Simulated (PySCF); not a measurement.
Protonation sites of ethylene carbonate

Parent: ethylene carbonate, `O=C1OCCO1` (C3H4O3). Numbering: `[O:1]=[C:2]1[O:3][CH2:4][CH2:5][O:6]1` These are map numbers, not IUPAC locants.

Computed at PBE0-D3(BJ)/def2-TZVP // PBE0-D3(BJ)/def2-SVP with PySCF (density fitting, grid level 2). Zero-point and thermal terms (298.15 K, 1 bar) come from unscaled GFN2-xTB harmonic frequencies, with soft modes damped to free rotors in the entropy. These were taken at the GFN2-xTB minima.

```jsonl
{"site": "O1 (carboxyl C=O oxygen)", "product": "[OH+]=C1OCCO1", "PA / kJ/mol": "827", "GB / kJ/mol": "796", "gas share": "> 99.9 %", "above best in cyclohexane / kJ/mol": "0.0"}
{"site": "O3 (ester-type oxygen)", "product": "O=C1OCC[OH+]1", "PA / kJ/mol": "710", "GB / kJ/mol": "682", "gas share": "< 0.1 %", "above best in cyclohexane / kJ/mol": "105.1"}
```

PA is −ΔH and GB is −ΔG of B + H⁺ → BH⁺ in the gas phase. Shares are Boltzmann weights among the listed products; an error of 10 kJ/mol changes a ratio about 56-fold. Sites whose products fell apart, merged with another or lost in a GFN2-xTB screen aren't listed. Values in solvent are IEF-PCM free energies relative to the most favourable product.

Among these, O1 (carboxyl C=O oxygen) wins by 114 kJ/mol in gas-phase free energy over O3.

In cyclohexane the product from O1 is solvated 116 kJ/mol more strongly than the parent (electrostatics only).

Measured values (NIST Chemistry WebBook, evaluated or the median of agreeing entries): proton affinity (−ΔH) 814 kJ/mol (computed 827, difference 13); gas-phase basicity (−ΔG) 784 kJ/mol (computed 796, difference 12). These are compared with the most favourable site that keeps the skeleton.

Caveats: thermal terms of `O=C1OCC[OH+]1` come from a GFN2-xTB structure of other bonding.

Run with `OMP_NUM_THREADS=1 python redox_run.py task.json out` on 1 thread of Arm Neoverse N1, a shared host. Structures, frequencies and single points: 4.5 min of wall time.
